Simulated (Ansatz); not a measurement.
We consider zinc-blende BeTe, described by BLYP (Ansatz, a program for electronic structure, plane waves, PAW).

Numerical settings: plane-wave cutoff 520 eV, 10×10×10 k mesh, Fermi–Dirac smearing 0.01 eV, scalar-relativistic PAW data made under PBE.

Energies at three volumes about the minimum:

| V (Å³/atom) | E − E_lowest (meV/atom) |
|---|---|
| 23.301 | 1.49 |
| 23.777 | 0.00 |
| 24.252 | 1.53 |

Task: Fit a parabola by hand: where is the minimum, what lattice constant follows, and what is the bulk modulus?

Result: Slopes: (0.00 − 1.49)/(23.777 − 23.301) = -3.130 and (1.53 − 0.00)/(24.252 − 23.777) = 3.221 meV/Å³. Curvature E″ = 2 × (3.221 − (-3.130))/(24.252 − 23.301) = 13.356 meV/Å⁶. From the middle of the first interval, the slope vanishes at V0 = 23.5390 − (-3.130)/13.356 = 23.773 Å³/atom. B = V0 E″ = 23.773 × 13.356 meV/Å³ × 0.1602 GPa per meV/Å³ = 50.9 GPa. With 8 atoms in the cube, a = (8 × 23.773)^(1/3) = 5.751 Å. The full Birch–Murnaghan fit to all volumes gives V0 = 23.765 Å³/atom and B0 = 50.9 GPa.

Measured, for comparison: bulk modulus 67 GPa (room temperature, not corrected to a static lattice; as tabulated in Elmahjoubi et al. (2023), arXiv:2303.01780); lattice constant a 5.626 Å (temperature not stated, not corrected to a static lattice; as tabulated in Bernardini et al. (2000), arXiv:cond-mat/0007180). Computed (rounded) less measured: bulk modulus -24 %.
